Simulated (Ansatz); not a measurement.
Total energies of SiClH3 (SiH3Cl) from Ansatz at CCSD(T)/def2-TZVPP, gas phase (1 Eh = 27.2114 eV = 2625.5 kJ/mol). The reference geometry is relaxed at r2SCAN-D4/def2-TZVP.

```json
{"state": "charge 0 singlet", "geometry": "reference", "energy (Eh)": "-750.61954"}
{"state": "charge 1 doublet", "geometry": "reference", "energy (Eh)": "-750.18931"}
{"state": "free Si atom (triplet)", "geometry": "–", "energy (Eh)": "-288.92770"}
{"state": "free Cl atom (doublet)", "geometry": "–", "energy (Eh)": "-459.66464"}
{"state": "free H atom (doublet)", "geometry": "–", "energy (Eh)": "-0.49981"}
```

Correlated methods freeze 10 core orbitals.

(1) Work out the vertical ionisation energy to the doublet.

(2) What is the binding energy per atom against free atoms?

(1) E(charge 1 doublet) − E(charge 0 singlet) = -750.18931 − (-750.61954) = 0.43023 Eh = 11.71 eV.

(2) Atoms: 1 × (-288.92770) + 1 × (-459.66464) + 3 × (-0.49981) = -750.09177 Eh. Binding: -750.09177 − (-750.61954) = 0.52777 Eh = 14.36 eV, or 2.87 eV for each of 5 atoms (no zero-point energy, no counterpoise term).

At CCSD(T)/def2-TZVPP T1 of the charge 1 doublet is large (up to 0.046), so the single-reference result is doubtful.
